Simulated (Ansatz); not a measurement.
# SiNH2+ (SMILES [NH+]#[SiH]): functionals against CCSD(T) at one geometry

Aim: energy, forces and dipole at a structure displaced at random from a GFN2-xTB minimum, from CCSD(T) and from density functionals.

Program: Ansatz 0.2.0, Gaussian basis. Level of theory: single points in def2-TZVPP. These are calculated values, not measurements.

Cores are frozen in the correlated methods. B3LYP uses VWN-RPA correlation.

## Step 1: Starting geometry

SMILES `[NH+]#[SiH]`, 4 atoms, charge 1, spin multiplicity 1.

Atoms are counted from 1 here; the program's logs count them from 0.

Bond lengths: N1–Si2 1.537 Å, N1–H3 1.152 Å, Si2–H4 1.448 Å. Angles: Si2–N1–H3 164.1°, N1–Si2–H4 172.1°.

Coordinates:

```xyz
4
H2NSi
N     0.4106   -0.5945    0.5068
Si   -0.1907    0.4609   -0.4343
H     0.6176   -1.2973    1.3961
H    -0.7541    1.3136   -1.4596
```

## Step 2: CCSD(T)/def2-TZVPP

The input, run/in.yaml:

```yaml
crystal:
  periodic: [false, false, false]
  atoms:
    - {symbol: N, position_ang: [0.410600, -0.594500, 0.506800]}
    - {symbol: Si, position_ang: [-0.190700, 0.460900, -0.434300]}
    - {symbol: H, position_ang: [0.617600, -1.297300, 1.396100]}
    - {symbol: H, position_ang: [-0.754100, 1.313600, -1.459600]}
basis:
  gaussian: {orbitals: def2-TZVPP}
total_charge: 1
correlation: {method: ccsd_t}
output: {forces: true}
```

The command line of these runs was not kept.

## Step 3: PBE0-D4/def2-TZVPP

Changes to run/in.yaml since step 2:

```diff
@@ -10,3 +10,3 @@
 total_charge: 1
-correlation: {method: ccsd_t}
-output: {forces: true}
+hamiltonian: {xc: pbe0, dispersion: d4}
+output: {forces: true, orbitals: {seedname: orbitals}}
```

## Step 4: wB97M-V/def2-TZVPP

Changes to run/in.yaml since step 3:

```diff
@@ -10,3 +10,3 @@
 total_charge: 1
-hamiltonian: {xc: pbe0, dispersion: d4}
-output: {forces: true, orbitals: {seedname: orbitals}}
+hamiltonian: {xc: {name: wB97M-V}}
+output: {forces: true}
```

## Step 5: r2SCAN-D4/def2-TZVPP

Changes to run/in.yaml since step 4:

```diff
@@ -10,3 +10,3 @@
 total_charge: 1
-hamiltonian: {xc: {name: wB97M-V}}
+hamiltonian: {xc: r2scan, dispersion: d4}
 output: {forces: true}
```

## Step 6: PBE-D4/def2-TZVPP

Changes to run/in.yaml since step 5:

```diff
@@ -10,3 +10,3 @@
 total_charge: 1
-hamiltonian: {xc: r2scan, dispersion: d4}
+hamiltonian: {xc: pbe, dispersion: d4}
 output: {forces: true}
```

## Step 7: LC-wPBE/def2-TZVPP

Changes to run/in.yaml since step 6:

```diff
@@ -10,3 +10,3 @@
 total_charge: 1
-hamiltonian: {xc: pbe, dispersion: d4}
+hamiltonian: {xc: {name: LC-wPBE}}
 output: {forces: true}
```

## Step 8: B3LYP-D4/def2-TZVPP

Changes to run/in.yaml since step 7:

```diff
@@ -10,3 +10,3 @@
 total_charge: 1
-hamiltonian: {xc: {name: LC-wPBE}}
+hamiltonian: {xc: {name: B3LYP}, dispersion: d4}
 output: {forces: true}
```

(Steps that only read results are left out.)

What does the calculation give? Wanted: energy less free atoms, CCSD(T)/def2-TZVPP; RMS force component; RMS force error; HOMO and LUMO, PBE0-D4; T1 diagnostic.

The runs gave:

| quantity | value |
| --- | --- |
| energy less free atoms, CCSD(T)/def2-TZVPP | -55.9 kcal/mol |
| RMS force component | 1.538 to 1.694 eV/Å over the methods |
| RMS force error | PBE0-D4 0.445, wB97M-V 0.479, r2SCAN-D4 0.296, PBE-D4 0.160, LC-wPBE 0.728, B3LYP-D4 0.353 eV/Å |
| HOMO and LUMO, PBE0-D4 | -15.11 and -9.05 eV |
| T1 diagnostic | 0.027 |

Against CCSD(T) the functionals' energies less atoms differ by -18.9 to +0.2 kcal/mol, PBE-D4 by -18.9 kcal/mol. CCSD(T) in triple zeta still lacks some correlation energy of the bonds, so part of these gaps is its own basis error and they don't rank the functionals. For forces PBE-D4 does best and LC-wPBE worst. Frozen-core CCSD(T) forces in triple zeta carry basis errors of their own, and this is one geometry, so small gaps rank nothing. The T1 diagnostic is large here, over the usual mark for main-group molecules (transition-metal compounds often pass it harmlessly), so CCSD(T) itself may be off. The restricted Hartree–Fock reference is unstable towards an unrestricted one at one or more of these structures.
